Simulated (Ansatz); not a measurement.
Geometry optimisation, RKS PBE0/def2-SVP in Ansatz.

Input file:

```yaml
crystal:
  periodic: [false, false, false]
  atoms:
    - { symbol: Si, position_ang: [-0.108608, 0.187203, 0.154108] }
    - { symbol: "N", position_ang: [-0.102486, 0.250711, 1.934219] }
    - { symbol: H, position_ang: [-0.855166, -0.150239, 2.483043] }
    - { symbol: H, position_ang: [0.763535, 0.316355, 2.452811] }
    - { symbol: H, position_ang: [1.303381, 0.263486, -0.312993] }
    - { symbol: H, position_ang: [-0.852354, 1.347349, -0.429379] }
    - { symbol: H, position_ang: [-0.770783, -1.056371, -0.345999] }
    - { symbol: H, position_ang: [1.262929, -2.003224, 0.8327] }
    - { symbol: H, position_ang: [1.008753, -1.657469, 1.41099] }
basis:
  gaussian: { orbitals: def2-SVP }
hamiltonian:
  xc: pbe0
relax:
  f_tol: 0.03
  max_steps: 50
```

Command:

```bash
$ ansatz run input.yaml --threads 1 --pin off --max-ram 2048MiB --backend cpu --events-out ev --progress --plain --runs-dir out
```

Task: Where does it end, and by what steps?

Result: The run converged. The force dipped under the threshold on the way, but the program's further checks kept it going. After 17 steps the energy has fallen by 0.301 eV; H8 moved furthest, 1.48 Å.

```tsv
step	energy less start (eV)	largest force component (eV/Å)	accepted
0	0.0000	1.332	yes
1	-0.1490	0.631	yes
2	-0.2033	0.361	yes
3	-0.2307	0.143	yes
4	-0.2408	0.281	yes
5	-0.2671	0.381	yes
6	-0.2888	0.072	yes
7	-0.2841	0.605	no
8	-0.2928	0.106	yes
9	-0.2949	0.143	yes
10	-0.2969	0.097	yes
11	-0.2991	0.096	yes
12	-0.2979	0.331	no
13	-0.3005	0.063	yes
14	-0.3009	0.107	yes
15	-0.3011	0.036	yes
16	-0.3013	0.011	yes
17	-0.3013	0.005	yes
```

```xyz
9
Properties=species:S:1:pos:R:3
Si -0.298 0.547 0.007
N 0.047 -0.043 1.604
H -0.714 -0.401 2.171
H 0.706 0.464 2.185
H 1.003 0.783 -0.686
H -1.082 1.826 -0.070
H -1.090 -0.499 -0.706
H 1.726 -2.917 1.900
H 1.352 -2.263 1.774
```

Whether the end is a true minimum wasn't checked by a vibrational analysis.

The run took 22 s on 1 thread of AMD EPYC 7R43 64-Core Processor (Zen 3), with other jobs on the host, peak memory 0.13 GiB.
